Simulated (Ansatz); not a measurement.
## HCBe, doublet: the ladder up to full CI

Geometry: a point of a stretch scan, not a stationary point.

```xyz
3

C     0.0000    0.0000    0.0474
Be    0.0000    0.0000   -1.5768
H     0.0000    0.0000    1.5294
```

Basis 6-31G; Ansatz 0.2.0. Only valence electrons are correlated (noble-gas cores frozen), which leaves 7 electrons in 18 orbitals. R marks a restricted (for open shells ROHF) determinant, U an unrestricted one. Active spaces: pair = (3e, 3o) about the gap; valence = (7e, 9o) chosen from the atoms' valence shells.

Full CI is exact within this basis and frozen core; it isn't the basis-set limit. The frozen core follows each run's orbitals, which can shift R against U totals by a few meV.

Unrestricted rows (U) aren't spin-pure: their determinants' ⟨S²⟩ exceeds S(S+1) by up to 1.13, so they mix in states of higher spin.

```
UHF ⟨S²⟩                          : 1.881
T1 diagnostic (RCCSD)             : 0.0391
largest doubles amplitude (RCCSD) : 0.161
T1 diagnostic (UCCSD)             : 0.0365
```

```csv
level,E − E(full CI) (mEh),wall time
RHF†,159.32,–
UHF,80.40,–
RMP2†,70.88,–
UMP2,21.82,–
RCCSD†,46.82,–
UCCSD*,-3.90,–
RCCSD(T)†,40.33,1.4 s
UCCSD(T)*,-7.03,1.5 s
BCCD(T)†,40.69,1.5 s
RCCSDT†,38.99,–
UCCSDT*,-13.75,–
RCCSDT(Q)†,38.40,3.9 s
UCCSDT(Q)*,-16.48,3.6 s
RCCSDTQ†,38.48,25 s
UCCSDTQ*,0.12,46 s
CASSCF (pair space),95.58,–
NEVPT2 (pair space),27.23,0.39 s
MRCISD (pair space),6.25,–
MRCISD+Q (pair space),-0.89,0.79 s
CASSCF (valence space),19.31,–
NEVPT2 (valence space),5.97,2.5 s
MRCISD (valence space),1.01,–
MRCISD+Q (valence space),0.77,4 s
MRCISD+Q(relaxed) (valence space),-0.02,4.9 s
```

An asterisk marks runs whose energy the program itself flagged as in doubt. A dagger marks rows that describe another state than the reference (another or a broken symmetry, a higher spin or other natural occupations), so the difference holds a gap between states beside the method's error.

Run but not shown, since their state, orbitals or frozen core can't be matched to the reference's or they repeat it: CISD, CISDTQ.

Times hold each run's SCF and search for its determinant on a shared host, so for small cases they say little of a method's own cost; they ran on 1 thread of AMD EPYC 7B13.

More than 5 meV below full CI, which no variational method can be: UCCSD, UCCSD(T), UCCSDT, UCCSDT(Q), MRCISD+Q (pair space).

The restricted determinant belongs to another symmetry than the lowest state (A2); the lowest full-CI state of the determinant's symmetry (B2) lies 1.045 eV higher, and methods that keep that symmetry describe that state.

The full-CI state has the irrep A2 of C2v, in the program's axes (one component, if the state is degenerate).

Natural occupations of full CI about the gap: 1.970 1.911 0.995 0.988 0.988 0.085 0.018 0.014 0.014 0.004; effectively unpaired electrons, Σ n²(2−n)², 3.06. No single determinant describes this state well, so single-reference rows can miss without a flag.
